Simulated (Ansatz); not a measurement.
# B2SiH (quartet): the correlation ladder, def2-TZVPP

The task here is to estimate one member of a computed series from the others.

Program: Ansatz 0.2.0, Gaussian basis. Level of theory: def2-TZVPP, core rule «outside noble gas», up to 7 orbitals frozen. These are calculated values, not measurements.

Plan: UHF; ROHF; CCSD(T) on UHF.

2 further runs of the same task are left out: 2 set aside as unsound or not needed.

**The geometry**

The geometry is a PBE0/def2-TZVP stationary point (not a proven minimum) of the parent state, kept for this charge and spin.

4 atoms, charge 0, spin multiplicity 4.

Atoms are counted from 1 here; the program's logs count them from 0.

Bond lengths: B1–B2 1.556 Å, B1–Si3 1.803 Å, B2–Si3 2.031 Å, B2–H4 1.184 Å. Angles: B2–B1–Si3 74.0°, B1–B2–Si3 58.6°, B1–B2–H4 160.2°, Si3–B2–H4 141.2°, B1–Si3–B2 47.4°.

Coordinates:

```xyz
4
charge 0, multiplicity 4
B     0.00000   -1.00916    0.56901
B     0.00000    0.39088    1.24685
Si    0.00000    0.19427   -0.77411
H     0.00000    1.21853    2.09350
```

The first run:

Input file in.yaml:

```yaml
crystal:
  periodic: [false, false, false]
  atoms:
    - {symbol: B, position_ang: [0.000000, -1.009164, 0.569007]}
    - {symbol: B, position_ang: [0.000000, 0.390881, 1.246852]}
    - {symbol: Si, position_ang: [0.000000, 0.194266, -0.774114]}
    - {symbol: H, position_ang: [0.000000, 1.218527, 2.093499]}
basis:
  gaussian: {orbitals: def2-TZVPP}
magnetization: {spin_polarized: true, initial_magnetization: 3}
hamiltonian: {xc: hf}
output: {orbitals: {seedname: orbitals}}
```

Launch:

```
$ ansatz run in.yaml --threads 1 --pin off --events-out ev --progress --plain --max-ram 4096MiB --backend cpu
```

Steps of the session up to this table: UHF; ROHF; CCSD(T) on UHF.

One of the session's tables, all rows but one given; the rest of the session is left out.

```
  method  from UCCSD(T) (kcal/mol)
    ROHF                   +189.03
     UHF                   +183.75
    UMP2                         ?
   UCCSD                    +10.78
UCCSD(T)                         0
```

**Question.** Estimate the row for UMP2.

As computed: from UCCSD(T) (kcal/mol): +33.81. In the column «from UCCSD(T) (kcal/mol)» it lies between UCCSD (+10.78) and UHF (+183.75).
